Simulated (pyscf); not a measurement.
Cl–GeH₂• + hydrogen (H₂) -> Cl–GeH₃ + H atom (H•), a hydrogen abstraction (doublet surface; H–H broken, Ge–H formed). Single points on ωB97X-D3(BJ)/def2-SVP structures (PySCF, gas phase). Energies in eV from the separated reactants.

Small-basis levels: PySCF, no dispersion term, spherical d functions. AM1 to PM7: differences of heats of formation from MOPAC, which are fitted to 298 K values and so differ in kind from electronic energies by zero-point and thermal terms. GFN2-xTB: tblite. Open shells are spin-unrestricted. 

```
level                   barrier  reaction energy
----------------------  -------  ---------------
HF/STO-3G                  0.97            +0.52
MP2/6-31G*+LANL2DZ         1.10            +0.78
BP86/6-31G*+LANL2DZ           …            +1.13
B3LYP/LANL2DZ              1.07            +1.07
M06-2X/6-31G*+LANL2DZ         …            +0.82
PBE/def2-SVP               0.80            +0.84
GFN2-xTB                   0.25            +0.25
PM6                        1.89            +2.30
PM7                        2.22            +2.68
ωB97M-D3(BJ)/def2-TZVP        …            +0.91
```

Question: Complete the blanks.

Answer: 
- BP86/6-31G*+LANL2DZ, barrier: 1.04
- M06-2X/6-31G*+LANL2DZ, barrier: 0.98
- ωB97M-D3(BJ)/def2-TZVP, barrier: 1.04

Against the last row the barrier runs from -0.79 (GFN2-xTB) to +1.18 eV (PM7). At BP86/6-31G*+LANL2DZ, PBE/def2-SVP, PM6, PM7 this geometry lies under one side, so the entry may be no barrier of that level: it is a single point on another level's saddle. ωB97M-D3(BJ)/def2-TZVP has limits of its own. One saddle was located; it need not be the lowest between these sides. The angle at the transferred H is 178°. In the def2 sets elements up to Kr have no core potential.
